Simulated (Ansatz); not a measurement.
**C4H5NO: one species, many methods**

One table from this session's results is given with a row withheld; the runs are named, their logs left out.

The runs use Ansatz 0.2.0, Gaussian basis; functionals in def2-TZVPP, the program's frozen cores in correlated methods.

Plan: LDA (SPW92), PBE-D4, revPBE-D4, BLYP-D4, r2SCAN-D4, B97M-V, PBE0-D4, B3LYP-D4, r2SCANh-D4, r2SCAN0-D4, HSE06-D4, BHLYP-D4, CAM-B3LYP-D4, LC-ωPBE, ωB97X-V, ωB97M-V, B2PLYP, PBE-QIDH; CCSD(T)/def2-SVP; CCSD(T)/def2-TZVPP; MP2/def2-QZVPP; extrapolation to the limit; RPA on PBE.

### The relaxed structure

The geometry comes from an earlier relaxation with PBE0-D4 in a triple-zeta def2 set; it is a stationary point, not always the lowest conformer.

SMILES `N#CCC1CO1`, 11 atoms, charge 0, spin multiplicity 1.

Atoms are counted from 1 here; the program's logs count them from 0.

Bond lengths: N1–C2 1.149 Å, C2–C3 1.454 Å, C3–C4 1.510 Å, C3–H7 1.094 Å, C3–H8 1.093 Å, C4–C5 1.456 Å, C4–O6 1.410 Å, C4–H9 1.088 Å, C5–O6 1.422 Å, C5–H10 1.087 Å, C5–H11 1.086 Å. Angles: N1–C2–C3 178.7°, C2–C3–C4 111.6°, C2–C3–H7 108.8°, C2–C3–H8 109.3°, C4–C3–H7 110.0°, C4–C3–H8 109.6°, H7–C3–H8 107.4°, C3–C4–C5 121.1°, C3–C4–O6 115.1°, C3–C4–H9 115.2°, C5–C4–O6 59.5°, C5–C4–H9 118.6°, O6–C4–H9 115.0°, C4–C5–O6 58.7°, C4–C5–H10 119.2°, C4–C5–H11 119.6°, O6–C5–H10 115.3°, O6–C5–H11 115.3° and more.

The first run:

Contents of in.yaml:

```yaml
crystal:
  periodic: [false, false, false]
  atoms:
    - {symbol: N, position_ang: [-1.220891, -1.794714, -2.017153]}
    - {symbol: C, position_ang: [-0.420053, -1.361451, -1.316126]}
    - {symbol: C, position_ang: [0.569584, -0.799854, -0.411382]}
    - {symbol: C, position_ang: [-0.076728, 0.005711, 0.689989]}
    - {symbol: C, position_ang: [-0.252361, 1.445649, 0.565833]}
    - {symbol: O, position_ang: [0.784816, 0.893382, 1.366695]}
    - {symbol: H, position_ang: [1.158595, -1.615988, 0.018104]}
    - {symbol: H, position_ang: [1.255952, -0.163322, -0.975921]}
    - {symbol: H, position_ang: [-0.760666, -0.549215, 1.329206]}
    - {symbol: H, position_ang: [0.077407, 1.944564, -0.342205]}
    - {symbol: H, position_ang: [-1.050357, 1.938336, 1.113559]}
basis:
  gaussian: {orbitals: def2-TZVPP}
hamiltonian: {xc: lda}
output: {orbitals: {seedname: orbitals}}
```

On the command line:

```bash
$ ansatz run in.yaml --threads 2 --pin off --events-out ev --progress --plain --max-ram 32768MiB --backend cpu
```

Steps of the session up to this table: LDA; PBE-D4 (GGA); revPBE-D4 (GGA); BLYP-D4 (GGA); r2SCAN-D4 (meta-GGA); B97M-V (meta-GGA); B3LYP-D4 (hybrid); r2SCANh-D4 (hybrid); r2SCAN0-D4 (hybrid); HSE06-D4 (hybrid); BHLYP-D4 (hybrid); CAM-B3LYP-D4 (range-separated); LC-ωPBE (range-separated); ωB97X-V (range-separated); ωB97M-V (range-separated); B2PLYP (double hybrid); PBE-QIDH (double hybrid).

One of the session's tables, all rows but one given; the rest of the session is left out.

It belongs to the step «Frontier levels by functional». 

| functional | HOMO (eV) | LUMO (eV) | gap (eV) |
| --- | --- | --- | --- |
| LDA (SPW92) | -7.01 | -0.84 | 6.17 |
| PBE-D4 | -6.86 | -0.59 | 6.26 |
| revPBE-D4 | -6.80 | -0.49 | 6.30 |
| BLYP-D4 | -6.76 | -0.50 | 6.26 |
| r2SCAN-D4 | ? | ? | ? |
| B97M-V | -7.36 | -0.27 | 7.09 |
| PBE0-D4 | -8.54 | 0.46 | 9.00 |
| B3LYP-D4 | -8.27 | 0.16 | 8.43 |
| r2SCANh-D4 | -7.85 | 0.10 | 7.94 |
| r2SCAN0-D4 | -8.80 | 0.67 | 9.47 |
| HSE06-D4 | -8.13 | 0.08 | 8.21 |
| BHLYP-D4 | -10.16 | 1.34 | 11.50 |
| CAM-B3LYP-D4 | -10.01 | 1.45 | 11.46 |
| LC-ωPBE | -11.33 | 2.75 | 14.08 |
| ωB97X-V | -11.02 | 2.57 | 13.59 |
| ωB97M-V | -10.96 | 2.23 | 13.19 |

Q: Estimate the row for r2SCAN-D4 from the others.

Worked estimate for «HOMO (eV)». Against the share of exact exchange, r2SCANh-D4 (0.1, -7.85), r2SCAN0-D4 (0.25, -8.80) give a slope of -6.33 per unit share; at 0 the line stands at -7.22.

**Answer.** HOMO (eV): -7.21; LUMO (eV): -0.30; gap (eV): 6.92. In «HOMO (eV)» the line misses by -0.01.
